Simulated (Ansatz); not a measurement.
Frontier orbitals of CHP (`C#P`).

Cartesian coordinates in Å:
```
C -0.141 -0.058 0.006
P 1.272 0.525 -0.064
H -1.132 -0.467 0.058
```

Total charge 0; spin multiplicity 1. All single points use the PBE0-D4/def2-TZVP geometry. Basis def2-TZVPP, the Gaussian-basis code of Ansatz.

A caution on the coupled-cluster cation, which keeps the state that its UHF reference found: large T1 diagnostic of the cation; spin contamination of the cation.

```json
{"functional": "PBE", "HOMO (eV)": "-7.05", "LUMO (eV)": "-2.30", "gap (eV)": "4.75"}
{"functional": "r2SCAN", "HOMO (eV)": "-7.30", "LUMO (eV)": "-2.13", "gap (eV)": "5.17"}
{"functional": "PBE0", "HOMO (eV)": "-8.14", "LUMO (eV)": "-1.39", "gap (eV)": "6.75"}
{"functional": "r2SCAN0", "HOMO (eV)": "-8.31", "LUMO (eV)": "-1.29", "gap (eV)": "7.02"}
{"functional": "ωB97M-V", "HOMO (eV)": "-10.26", "LUMO (eV)": "0.76", "gap (eV)": "11.02"}
```

Task: What is the vertical ionisation energy at frozen-core CCSD(T)/CBS(def2)? (An estimate is asked.)

Result: The calculation gave: 10.93 eV (T1 of the cation 0.049).

From PBE to PBE0 the HOMO moves by −1.10 eV and the LUMO by +0.91 eV, and with ωB97M-V by −3.22 and +3.06 eV, so the gap grows from 4.75 to 11.03 eV with exact exchange. A positive LUMO is unbound and depends on the basis. −ε(HOMO) differs from that ionisation energy by −3.88 eV with PBE and −0.67 eV with ωB97M-V.
